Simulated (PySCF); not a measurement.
CH4O, SMILES OC. Atoms are numbered in the order given.

```xyz
6

C     -0.0200     0.6641     0.0000
O      0.1223    -0.7474     0.0000
H     -0.5456     1.0252     0.8926
H      0.9863     1.0847     0.0000
H     -0.5456     1.0252    -0.8926
H     -0.7537    -1.1408     0.0000
```

The structure is a stationary point at ωB97X-D3(BJ)/def2-TZVP.

All values below come from PySCF with PBE0/pcJ-1.

Isotropic couplings with Fermi-contact, spin-dipole and both spin-orbit terms, one fixed conformer, no vibrational averaging. Isotopes: 13C, 1H.

| pair | bonds apart | J (Hz) |
|---|---|---|
| C1–H3 | 1 | ? |
| C1–H4 | 1 | ? |
| C1–H5 | 1 | ? |
| C1–H6 | 2 | -3.0 |
| H3–H4 | 2 | ? |
| H3–H5 | 2 | ? |
| H4–H5 | 2 | ? |
| H3–H6 | 3 | 1.4 |
| H4–H6 | 3 | 15.6 |
| H5–H6 | 3 | 1.4 |

Question: Complete the blanks. (Estimate from the structure and the level; the computed values follow.)

Answer: 
- C1–H3, J (Hz): 134.2
- C1–H4, J (Hz): 140.9
- C1–H5, J (Hz): 134.2
- H3–H4, J (Hz): -12.8
- H3–H5, J (Hz): -8.1
- H4–H5, J (Hz): -12.8
